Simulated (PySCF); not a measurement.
C4H4NO (charge -1).
SMILES: `N#C/C(=C/C)[O-]`

The closed-shell ground state was solved at several levels (PySCF, density fitting, gas phase, non-relativistic). Geometry: GFN2-xTB; no solvent, vibrations or thermal averaging. No diffuse functions stand in pcJ-1 and pcSseg-1, which bears on an anion's orbital energies.

```json
{"level": "B3LYP/pcJ-1", "basis functions": "202", "HOMO (eV)": "-0.17", "LUMO (eV)": "4.59", "gap (eV)": "4.76"}
{"level": "wB97X-D/def2-SVPD", "basis functions": "155", "HOMO (eV)": "-2.46", "LUMO (eV)": "6.01", "gap (eV)": "8.47"}
```

**Question.** What might PBE0/pcSseg-1 (122 basis functions) give for the same quantities?

**Answer.** HOMO -0.39 eV, LUMO 4.79 eV, gap 5.18 eV.

**Question.** Over all these levels, which gives the widest orbital gap and which the narrowest?

**Answer.** wB97X-D/def2-SVPD (range-separated hybrid) has the widest, 8.47 eV, and B3LYP/pcJ-1 (global hybrid, 20 % exact exchange) the narrowest, 4.76 eV. Functional and basis both differ between the two, so the spread mixes both effects.
